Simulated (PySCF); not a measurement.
4-methylthiazole, C₄H₅NS.
SMILES with atom numbers: `[CH3:1][c:2]1[cH:3][s:4][cH:5][n:6]1` (hydrogens: H7, H8, H9 on C1; H10 on C3; H11 on C5)

Computed by this run: PBE0-D3(BJ)/def2-TZVP geometry optimisation, gas phase in PySCF; density fitting, grid level 2; the optimiser is geomeTRIC in internal coordinates, started from a GFN2-xTB structure.

Step 0: E = -16546.8690 eV
```
atom  x, y, z in Å  |  force x, y, z in eV/Å
C1     -1.6667   -0.1007    0.0135    0.294   0.046   0.001
C2     -0.1819    0.0058    0.0012   -0.092   0.345   0.058
C3      0.5495    1.1454    0.1485    0.423  -0.081  -0.023
S4      2.2352    0.8075    0.0697   -0.562  -0.404  -0.042
C5      1.8222   -0.8640   -0.1569    0.642   0.676   0.083
N6      0.5690   -1.1166   -0.1696   -0.523  -0.570  -0.072
H7     -2.1193    0.8759    0.1586   -0.126   0.073   0.012
H8     -2.0124   -0.5246   -0.9274   -0.107  -0.034  -0.097
H9     -1.9810   -0.7685    0.8135   -0.100  -0.059   0.086
H10     0.2051    2.1486    0.2966   -0.153   0.265   0.038
H11     2.5858   -1.6063   -0.2737    0.304  -0.259  -0.044
```

Task: Estimate the geometry and energy of step 1. (The exact step hangs on the optimiser's Hessian estimate; all steps are aligned on step 0, rigid shifts and turns removed.)

Result: E = -16546.8851 eV, largest force 0.280 eV/Å
```
atom  x, y, z in Å  |  force x, y, z in eV/Å
C1     -1.6620   -0.0971    0.0228   -0.038   0.004  -0.051
C2     -0.1781    0.0015    0.0156    0.022  -0.011  -0.042
C3      0.5526    1.1483    0.1239    0.005   0.033  -0.071
S4      2.2196    0.8000    0.0058   -0.006   0.029   0.213
C5      1.8367   -0.8640   -0.1262    0.000  -0.041  -0.277
N6      0.5704   -1.1353   -0.1392    0.002  -0.032   0.198
H7     -2.1225    0.8639    0.2530    0.003  -0.011   0.008
H8     -2.0193   -0.4240   -0.9581   -0.010  -0.002   0.031
H9     -1.9977   -0.8368    0.7523    0.016   0.011   0.016
H10     0.1920    2.1569    0.2576    0.022  -0.013  -0.032
H11     2.6136   -1.6108   -0.2335   -0.016   0.032   0.006
```

The energy changes by -0.0161 eV. The first-order estimate −F·Δx gives -0.0483 eV and the mean of the old and new forces, exact on a quadratic surface, -0.0158 eV. The step makes an angle of 82° with the force vector and moves no atom by more than 0.105 Å.

What follows is the cost of the whole optimisation. The run took 76 s of wall time on one thread of an Arm Neoverse V2, shared host with 96 logical CPUs at a one-minute load of 63, and the process peaked at 0.90 GiB of memory.
